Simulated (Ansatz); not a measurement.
Ideal-gas functions of AlClHO (`[O][AlH][Cl]`) radical at 400 K and 1 bar, from an Ansatz frequency run at PBE0-D4/def2-TZVP.

Molar mass 79.44 g/mol, point group Cs (symmetry number 1), electronic degeneracy 2, moments of inertia 20.04, 130.553, 150.593 u Å². Harmonic wavenumbers (cm⁻¹, unscaled): 170, 455, 528, 588, 823, 2005.

Use S(trans) = R[1.5 ln M + 2.5 ln T − 1.1517]; rotational temperatures θ = 24.2544 K / I; S(rot) = R[ln(√π/σ · √(T³/θAθBθC)) + 1.5]; for each mode x = 1.438777 ν̃/T, S = R[x/(eˣ − 1) − ln(1 − e⁻ˣ)] and H = RT x/(eˣ − 1); 1 cm⁻¹ = 0.0119627 kJ/mol; R = 8.31446 J/(mol·K).

Problem. By hand: the entropy, in J/(mol·K).

Solution. Translation 169.5. Rotation: θ = 1.2103, 0.1858, 0.1611 K, giving 105.7. Vibration, mode by mode: 12.53, 5.09, 4.13, 3.48, 1.79, 0.05, in all 27.1. Electronic 5.8. Sum 308.1 J/(mol·K).

Problem. By hand: H − E and G − E in kJ/mol, counted from the electronic energy.

Solution. Zero-point energy ½ × 4569 × 0.0119627 = 27.3; thermal vibration 6.4; translation, rotation and pV give 4 RT = 13.3. H − E = 47.0 kJ/mol, and G − E = 47.0 − 400 × 308.1/1000 = -76.2 kJ/mol.

Vibration gives 9 % of the entropy.
